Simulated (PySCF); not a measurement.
acetylene (C₂H₂), SMILES C#C. The structure is a stationary point at PBE0-D3(BJ)/def2-TZVPD.

TDDFT-B3LYP/def2-TZVPD (PySCF) puts the lowest singlet excitations at 6.74, 6.91, 6.91, 7.73, 7.73, 8.02 eV and the lowest triplet (TDA) at 5.48 eV.

Task: What are the lowest singlet roots from EOM-CCSD/aug-cc-pVDZ (PySCF 2.14.0)? (The exact figures need the calculation; the answer reports its results.)

Result: 7.37, 7.66, 7.66, 8.31, 8.31, 8.68 eV; triplets 5.56, 6.60, 6.60 eV. S1 differs by 0.63 eV (second minus first; roots are paired by order, and the bases may differ).
